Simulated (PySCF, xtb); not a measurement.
ethane (C2H6), SMILES CC.

xtb with GFN2-xTB at its own geometry gives an orbital gap of 15.51 eV and a dipole moment of 0.00 D.

Geometry: r2SCAN-D4/def2-TZVP.

Problem. What does PBE/def2-TZVPD (PySCF) give? (An estimate is asked for; the answer gives what the named calculation found.)

Solution. gap 8.06 eV (levels -8.13 and -0.07 eV), dipole 0.00 D.
